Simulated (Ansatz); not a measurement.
in.yaml

```yaml
crystal:
  periodic: [false, false, false]
  atoms:
    - {symbol: Al, position_ang: [0.000000, 0.000000, 0.000000]}
    - {symbol: As, position_ang: [0.000000, 0.000000, 2.491200]}
basis:
  gaussian: {orbitals: cc-pVDZ}
total_charge: 1
magnetization: {spin_polarized: false, initial_magnetization: 1}
hamiltonian: {xc: {name: B3LYP}}
correlation: {method: ccsd, electrons: all, diis_vectors: 4}
output: {forces: true}
```

```sh
$ ansatz run in.yaml --threads 1 --pin off --events-out ev --progress --plain --max-ram 2393MiB
```

Question: Roughly how long does this take on 1 thread of Intel Xeon 6975P-C, shared host, and how much host memory?

Answer: 56 s wall and 0.37 GiB.

```
511 factors; integrals over basis functions are off by at most 6.7e-4 eV
mean field evaluation 1: about -67422.2927 eV, gradient 3.2e1 eV
mean field evaluation 2: about -67422.2937 eV, gradient 3.2e1 eV
mean field evaluation 4: about -67427.6924 eV, gradient 1.3e1 eV
mean field evaluation 8: about -67428.6979 eV, gradient 2.5e-2 eV
mean field evaluation 16: about -67428.6973 eV, gradient 9.3e-5 eV
mean field evaluation 32: about -67428.8547 eV, gradient 2.0e-1 eV
mean field evaluation 64: about -67428.1937 eV, gradient 7.6e0 eV
mean field evaluation 96: about -67428.7436 eV, gradient 2.9e-1 eV
mean field evaluation 128: about -67428.7464 eV, gradient 4.7e-1 eV
mean field evaluation 160: about -67428.7324 eV, gradient 4.3e-1 eV
...
cycle  17  -5.16441695 eV  change    2.2e-7 eV  update   3.2e-7
cycle  18  -5.16441684 eV  change    1.1e-7 eV  update   3.1e-7
cycle  19  -5.16441656 eV  change    2.7e-7 eV  update   3.0e-7
cycle  20  -5.16441652 eV  change    4.2e-8 eV  update   2.9e-7
cycle  21  -5.16441659 eV  change   -6.9e-8 eV  update   2.9e-7
cycle  22  -5.16441669 eV  change   -1.0e-7 eV  update   2.8e-7
cycle  23  -5.16441661 eV  change    8.1e-8 eV  update   2.5e-7
cycle  24  -5.16441661 eV  change    5.8e-9 eV  update   2.4e-7
cycle  25  -5.16441642 eV  change    1.8e-7 eV  update   2.0e-7
cycle  26  -5.16441639 eV  change    3.1e-8 eV  update   1.3e-7
WARN: the results are in doubt because among natural orbitals full CI differs from the method by -0.095 eV
the calculation of the forces begins
Total energy: -67373.47547098 eV, -2475.9295561768 hartree
Atom 0 at     0.000000     0.000000     0.000000 Å, force    -0.000000     0.000000    -0.174802 eV/Å
Atom 1 at     0.000000     0.000000     2.491200 Å, force     0.000000    -0.000000     0.174802 eV/Å
Dipole moment:    -0.060190     0.185267    -1.080268 e Å
In doubt: among natural orbitals full CI differs from the method by -0.095 eV
```

Forces (eV/Å):
```
Al   0.000  0.000 -0.175
As   0.000  0.000  0.175
```
